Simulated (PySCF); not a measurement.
Dissociation curve of CH, doublet.

Computed with CCSD(T) on UHF/6-31G, 1 core orbital frozen in PySCF 2.14.0.

Relative to R = 1.17 Å, what are the energies at R = 1.54, 1.83, 3.35, 3.97 Å?

81.6 kJ/mol at 1.54 Å, 157.7 kJ/mol at 1.83 Å, 269.4 kJ/mol at 3.35 Å, 270.2 kJ/mol at 3.97 Å.

The scan ran from 0.91 to 4.47 Å; beyond the distances shown one of the unrestricted levels run for this scan, shown here or not, changes its spin distribution in one step. The unrestricted determinant behind UCCSD(T) is spin-contaminated at 0.91 to 3.97 Å (<S²> up to 1.8, against 0.75 for a pure doublet).
